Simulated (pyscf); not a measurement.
Homolytic dissociation enthalpies at 298 K of B–S, B–Se bonds in 6 gas-phase molecules, in eV. PySCF, gas phase, ωB97X-D3(BJ)/def2-SVP geometries. MP2 and CC: frozen core, UHF for open shells. ΔMP2 is the change of the MP2 total energy from the triple- to the quadruple-zeta basis. Both columns use the same structures and thermal terms. Rows were drawn at random from the closed-shell molecules with such a bond whose radicals are computed, keep their shape and have no isomer in the data more than 5 kcal/mol lower.

| row | molecule | radicals | PBE/def2-TZVP | CCSD(T)/def2-TZVPP + ΔMP2(QZVPP) |
|---|---|---|---|---|
| 1 | HS–B(Cl)–Cl | SH• + [Cl–B–Cl]• | 4.48 | ? |
| 2 | HO–B(OH)–SH | [HO–B–OH]• + SH• | 4.38 | 4.47 |
| 3 | HS–B(Br)–Br | SH• + [Br–B–Br]• | 4.45 | 4.50 |
| 4 | H₂B–SH | BH₂• + SH• | 5.01 | 4.89 |
| 5 | H₂N–B(NH₂)–SH | [H₂N–B–NH₂]• + SH• | 4.35 | 4.46 |
| 6 | H₂B–SeH | BH₂• + SeH• | 4.50 | 4.45 |

Question: Fit a line that carries the PBE values to the last column and predict row 1.

Answer: In the 5 complete rows the last column lies -0.12 to 0.11 eV from PBE (mean 0.02, median 0.05). Least squares gives y = 1.47 + 0.68·x with residuals of 0.04 eV (root mean square). For row 1: 1.47 + 0.68 × 4.48 = 4.52 eV. The computed value is 4.51 eV, 0.01 under the line. The CCSD(T) − MP2 part came from Ansatz, without density fitting, on the same reference. The frozen core leaves the outer d or s,p core shells of the metals and heavy elements correlated in the MP2 and CC values, and def2-TZVPP describes them poorly, which can shift differences by a few kcal/mol. Left out: the spin-orbit lowering of SH, SeH, which is large for Br, Se, Te and I. Elements up to Kr have no core potential and no relativistic terms here.
